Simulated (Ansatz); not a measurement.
Elements on the sites of an ideal bcc lattice, at a guessed lattice constant:

```
Zn Cd Sn Sb Bi
1.0
     7.20997    0.00000    0.00000
     0.00000    7.20997    0.00000
     0.00000    0.00000    7.20997
Zn Cd Sn Sb Bi
3 9 1 1 2
Direct
  0.00000 0.50000 0.00000
  0.25000 0.25000 0.25000
  0.50000 0.00000 0.50000
  0.00000 0.00000 0.00000
  0.50000 0.00000 0.00000
  0.00000 0.00000 0.50000
  0.75000 0.25000 0.25000
  0.00000 0.50000 0.50000
  0.25000 0.25000 0.75000
  0.75000 0.25000 0.75000
  0.25000 0.75000 0.75000
  0.75000 0.75000 0.75000
  0.75000 0.75000 0.25000
  0.50000 0.50000 0.50000
  0.50000 0.50000 0.00000
  0.25000 0.75000 0.25000
```

Cell and atoms were relaxed without symmetry on coarser meshes and computed once more. Computed with DFT r2SCAN, scalar-relativistic, plane waves, PAW (Ansatz).

Settings: cutoff 500 eV, Γ-centred mesh 6×5×4 on the computed 16-atom cell, Gaussian smearing of 0.10 eV; no spin polarisation.

The relaxation ran on 2×2×2 (shifted) k points with a smearing of 0.1 eV, from sites shaken by 0.02 Å.

Question: What does the relaxation give?

Answer: A volume of 24.44 Å³/atom and no gap on the mesh. It lies 0.10 eV/atom above the elements' standard states (static lattices, no corrections for gases). The atoms leave their sites by 0.99 Å (root mean square) and 1.78 Å at most, and the cell stretches by up to 28.1 % at fixed volume, so the lattice hasn't survived.

```
Zn Cd Sn Sb Bi
1.0
     6.34391    0.58805   -0.54108
     0.58805    7.15171   -0.86407
    -0.54108   -0.86407    8.82523
Zn Cd Sn Sb Bi
3 9 1 1 2
Cartesian
  6.1914 3.4206 -0.2676
  1.7978 1.8328 1.7755
  1.6401 0.9557 4.2103
  -0.2464 -0.7465 8.5350
  3.5841 6.3147 7.2890
  0.3180 6.2589 4.1051
  5.4755 1.7132 1.8523
  0.2520 3.3902 3.8892
  0.3849 1.7782 6.5170
  4.0813 1.2007 6.1352
  1.7711 4.3313 6.2266
  3.7803 5.7621 4.2468
  6.0913 5.9796 0.6498
  3.6782 2.8873 3.8276
  3.2505 3.1166 -0.2431
  2.8935 6.1491 1.2552
```

The final mesh leaves forces up to 0.22 eV/Å and stresses up to 0.6 GPa: the relaxation ran on a coarser mesh, so the cell's shape, its bonds and its energy belong partly to that mesh.

Spin-orbit coupling is left out, which matters for the bands of heavy elements.

Cost: 2 runs of about 41 core-minutes in all (earlier runs that led there not counted), on AMD EPYC 9R45 (Zen 5) (shared hosts).